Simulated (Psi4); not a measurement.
Psi4 input (wB97X-D/6-31G*):

```
memory 1500 MB

molecule {
0 1
Li   -0.00000000   -0.00000000   -1.36098014
Li    0.00000000    0.00000000    1.36098014
symmetry c1
no_reorient
no_com
}

set {
  basis 6-31G*
  reference rks
  scf_type pk
  dft_radial_points 99
  dft_spherical_points 590
  e_convergence 1e-8
  d_convergence 1e-7
  maxiter 150
}

e = energy('wb97x-d')
print_out(f'\nFINAL {e:.10f} DIPOLE {variable("CURRENT DIPOLE")[0]:.6f} {variable("CURRENT DIPOLE")[1]:.6f} {variable("CURRENT DIPOLE")[2]:.6f}\n')
```

Task: Predict the final energy.

Result: -15.00912 Eh.
